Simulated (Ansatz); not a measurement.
Geometry optimisation, RKS PBE0-D4/def2-SVP in Ansatz 0.2.0.

Input:

```yaml
crystal:
  periodic: [false, false, false]
  atoms:
    - { symbol: Al, position_ang: [0.0, 0.0, 0.0] }
    - { symbol: H, position_ang: [1.0658, 0.0, 1.4006] }
    - { symbol: O, position_ang: [1.9504, 0.0, 0.3409] }
    - { symbol: H, position_ang: [2.2503, -0.9519, 0.186] }
    - { symbol: C, position_ang: [-1.706, 0.0, -0.985] }
    - { symbol: H, position_ang: [-2.2662, -0.9305, -0.7558] }
    - { symbol: H, position_ang: [-2.3102, 0.8797, -0.6796] }
    - { symbol: H, position_ang: [-1.5043, 0.0508, -2.0753] }
basis:
  gaussian: { orbitals: def2-SVP }
hamiltonian:
  xc: pbe0
  dispersion: d4
relax:
  f_tol: 0.15
  max_steps: 25
  restrain:
    - { distance: [1, 2], at: 1.01, k: 30.0 }
    - { distance: [0, 1], at: 2.76, k: 30.0 }
    - { distance: [0, 2], at: 2.98, k: 30.0 }
```

Launched with:

```bash
$ ansatz run input.yaml --threads 1 --pin off --max-ram 2048MiB --backend cpu --events-out ev --progress --plain --runs-dir out
```

Problem. Where does it end, and by what steps?

Solution. The forces met the threshold. The restraints hold the end off the free minimum; the threshold counts their pulls, which the force column leaves out. Restrained pairs: H2–O3 (1.38 → 0.98 Å), Al1–H2 (1.76 → 2.76 Å), Al1–O3 (1.98 → 2.97 Å). After 13 steps the energy has fallen by 1.589 eV (the restraints' own energy left out); Al1 moved furthest, 1.41 Å.

```tsv
step	energy less start (eV)	largest force component (eV/Å)	accepted
0	0.0000	2.178	yes
1	0.7236	3.765	yes
2	1.2968	6.910	yes
3	0.6641	7.633	yes
4	-0.5296	3.100	yes
5	-1.1564	1.271	yes
6	-1.3389	1.223	yes
7	-1.4251	0.760	yes
8	-1.4864	0.785	yes
9	-1.5246	0.738	yes
10	-1.5379	0.718	yes
11	-1.5599	0.860	yes
12	-1.5776	0.785	yes
13	-1.5892	0.852	yes
```

```xyz
8
Properties=species:S:1:pos:R:3
Al -0.959 -0.688 0.765
H 1.671 0.021 1.233
O 1.845 0.158 0.274
H 2.296 -0.660 0.035
C -1.725 -0.053 -0.956
H -2.649 -0.593 -1.231
H -1.986 1.021 -0.894
H -1.013 -0.159 -1.795
```

Time of the run: 10 s on 1 thread of AMD EPYC 9R45 96-Core Processor (Zen 5), on a shared host, peak memory 0.16 GiB.
